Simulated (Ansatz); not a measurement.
CH2F2NP (`FC(F)=NP`), one more setting.

```yaml
crystal:
  periodic: [false, false, false]
  atoms:
    - {symbol: F, position_ang: [1.345891, -0.463097, 1.144312]}
    - {symbol: C, position_ang: [0.285514, -1.001967, 0.567762]}
    - {symbol: F, position_ang: [0.070351, -2.168827, 1.121497]}
    - {symbol: N, position_ang: [-0.407322, -0.525535, -0.329451]}
    - {symbol: P, position_ang: [-0.089164, 0.917438, -1.192273]}
    - {symbol: H, position_ang: [0.285218, 1.797500, -0.136035]}
    - {symbol: H, position_ang: [-1.429289, 1.376487, -1.221512]}
basis:
  gaussian: {orbitals: cc-pVDZ}
magnetization: {spin_polarized: true, initial_magnetization: 2}
hamiltonian: {xc: {name: B97M-V}}
accuracy: high
output: {forces: true}
```

```sh
$ ansatz run in.yaml --threads 2 --pin off --events-out ev --progress --plain --max-ram 4352MiB
```

Output, abridged:

```
Functional definition: B97M-V
1903 factors; integrals over basis functions are off by at most 3.4e-9 eV
mean field evaluation 1: about -17264.1181 eV, gradient 4.1e1 eV
mean field evaluation 2: about -17185.6749 eV, gradient 1.1e2 eV
mean field evaluation 4: about -17268.8254 eV, gradient 2.2e1 eV
mean field evaluation 8: about -17271.9953 eV, gradient 5.2e-1 eV
mean field evaluation 16: about -17271.9952 eV, gradient 6.7e-3 eV
mean field evaluation 32: about -17271.9952 eV, gradient 9.9e-7 eV
mean field -17271.99519284 eV, -634.7341159580 hartree, gradient 9.9e-8 eV, S^2 2.004979; 8 other end points of the search recorded, 0 dependent functions left out
reference -17271.99519680 eV, -634.7341161036 hartree; 25, 23 occupied and 59, 61 virtual orbitals, 1903 factors
Total energy: -17271.99519680 eV, -634.7341161036 hartree
Atom 0 at     1.345891    -0.463097     1.144312 Å, force     0.908223     0.213917     0.005353 eV/Å
Atom 1 at     0.285514    -1.001967     0.567762 Å, force     2.268899    -1.105948     4.571853 eV/Å
Atom 2 at     0.070351    -2.168827     1.121497 Å, force     0.146115    -1.198853    -0.183694 eV/Å
Atom 3 at    -0.407322    -0.525535    -0.329451 Å, force    -3.482541     2.386199    -4.082961 eV/Å
Atom 4 at    -0.089164     0.917438    -1.192273 Å, force    -0.148634    -0.035502    -0.238850 eV/Å
Atom 5 at     0.285218     1.797500    -0.136035 Å, force     1.048299     0.150384     0.869739 eV/Å
Atom 6 at    -1.429289     1.376487    -1.221512 Å, force    -0.740359    -0.410198    -0.941441 eV/Å
Dipole moment:     0.050640     0.255909    -0.143752 e Å
```

It took 77 s on 2 threads of an Arm Neoverse V1 on a shared host, with 0.77 GiB of host memory at the peak.
